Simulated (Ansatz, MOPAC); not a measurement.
Process, species as SMILES: C=C[SiH2][SiH2]Cl [chloro(ethenylsilyl)silane] + 5 [H][H] (H2) -> 2 C (CH4) + Cl (HCl) + 2 [SiH4] (SiH4)

Wanted: energy of full hydrogenation (enthalpy at 298 K), in kcal/mol. Conventions: non-relativistic; PM7 with its own dispersion and hydrogen-bond terms; no spin-orbit coupling; valence correlation only; dispersion terms only where a functional's name holds one; 6-31G* and kin with 6d, 5d where marked. Basis-set limits of correlation are two-point, X^-3; Hartree-Fock from the larger set. First-principles rows: single points at B3LYP-D3(BJ) geometries (Ansatz, an electronic-structure program), with unscaled harmonic terms from B3LYP/6-31G* (Ansatz) at its own minima. Semi-empirical rows: MOPAC heats of formation at their own minima for 298 K.

```
species            coefficient  E at B3LYP/6-31G* (Ansatz), Eh  E at wB97X-V/def2-TZVPD (Ansatz), Eh  H(298 K) - E, kcal/mol  heat of formation at PM7 (MOPAC), kcal/mol
-----------------  -----------  ------------------------------  ------------------------------------  ----------------------  ------------------------------------------
C=C[SiH2][SiH2]Cl           -1                     -1119.63028                           -1119.51077                   55.30                                      -22.73
[H][H] (H2)                 -5                        -1.17549                              -1.17238                    8.44                                      -32.01
C (CH4)                     +2                       -40.51834                             -40.51531                   30.76                                      -14.40
Cl (HCl)                    +1                      -460.79566                            -460.74931                    6.28                                      -20.49
[SiH4] (SiH4)               +2                      -291.88365                            -291.83995                   22.18                                       12.85
```

Coupled cluster (Ansatz) is a level with limits of its own, used here on species with T1 under 0.025 (0.045 for open shells) and stable references: CCSD(T)/CBS(cc-pV(T+d)Z,cc-pV(Q+d)Z). Value to compare with, CCSD(T)/CBS(cc-pV(T+d)Z,cc-pV(Q+d)Z) (Ansatz): -35.1 kcal/mol. 1 Eh = 627.5095 kcal/mol.

### Question
Work the quantity out at each level, and compare with CCSD(T)/CBS(cc-pV(T+d)Z,cc-pV(Q+d)Z) (Ansatz).

### Answer

- B3LYP/6-31G*: the sum of coefficient times E is -0.09191 Eh, or -57.67 kcal/mol; the thermal terms add 14.66. Result: -43.0 kcal/mol. Its difference against CCSD(T)/CBS(cc-pV(T+d)Z,cc-pV(Q+d)Z) (Ansatz) is -7.9 kcal/mol.
- wB97X-V/def2-TZVPD: the sum of coefficient times E is -0.08716 Eh, or -54.69 kcal/mol; the thermal terms add 14.66. Result: -40.0 kcal/mol. Its difference against CCSD(T)/CBS(cc-pV(T+d)Z,cc-pV(Q+d)Z) (Ansatz) is -4.9 kcal/mol.
- PM7: the sum of coefficient times heat of formation is 159.19 kcal/mol; it needs no thermal term. Its difference against CCSD(T)/CBS(cc-pV(T+d)Z,cc-pV(Q+d)Z) (Ansatz) is 194.3 kcal/mol.
